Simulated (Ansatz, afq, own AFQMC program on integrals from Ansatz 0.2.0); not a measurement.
Where AFQMC and coupled cluster stand for BHO, singlet

```xyz
3

B    -0.1389    0.0000    0.6347
O     0.0886    0.0000   -0.5414
H     0.0838    0.0000    1.7861
```

Connectivity, by distances: BH–O.

Basis cc-pVDZ. Noble-gas cores (and the filled d shells of Ga–Kr and In–Xe) are frozen. Ansatz 0.2.0 and our own AFQMC program on the same integrals; the CISD trial comes from CCSD amplitudes, and released means the phaseless constraint is let go. Free AFQMC starts from the CCSD state and is never constrained. Its projection time is finite, and what remains of the start isn't in its error. Uncertainties: one standard error, sampling alone.

Determinant: RHF, the one that the program's search chose, which needn't be the lowest solution. The geometry is a point of a scan.

No full CI on the walks' own integrals is used here; CCSDT(Q) serves as the reference and is uncertain by about the last step of the cluster series.

Cautions: higher spins were not checked; raised T1 diagnostic (T1 0.023, weight of the determinant 0.90, largest double 0.06).

* T1 diagnostic: 0.0225
* weight of the determinant in the CISD state: 0.901
* size of the correlated space: 10 electrons in 31 orbitals

Reference: CCSDT(Q), correlation energy -7.812 eV. The released energy is read at 2.40 1/Eh (meV from the phaseless value at times in 1/Eh: 18 ± 22 at 0.24, 29 ± 17 at 0.51, 29 ± 12 at 0.99, 35 ± 14 at 1.62, 41 ± 15 at 2.40).

```csv
level,E − E(reference) (kJ/mol),share of correlation (%)
HF,753.7,0.00
MP2,48.3,93.59
CCSD,28.4,96.23
CCSD(T),4.2,99.44
CCSDT,2.8,99.63
ph-AFQMC/HF,-10.8 ± 6.1,101.43
ph-AFQMC/CISD,-1.4 ± 2.7,100.19
released AFQMC,2.5 ± 1.4,99.67
free AFQMC,1.8 ± 1.7,99.76
```

Free projections are given only where their last times agree within the noise and don't stop above the reference; a slow remainder of the start can still hide under it. A walk keeps the symmetry of its determinant, which the program's search chose and which needn't be the lowest solution, so a lower state of the same spin and another symmetry isn't excluded. Released energies are given only where the last usable release times agree within the noise; a slower fall can still hide under it.
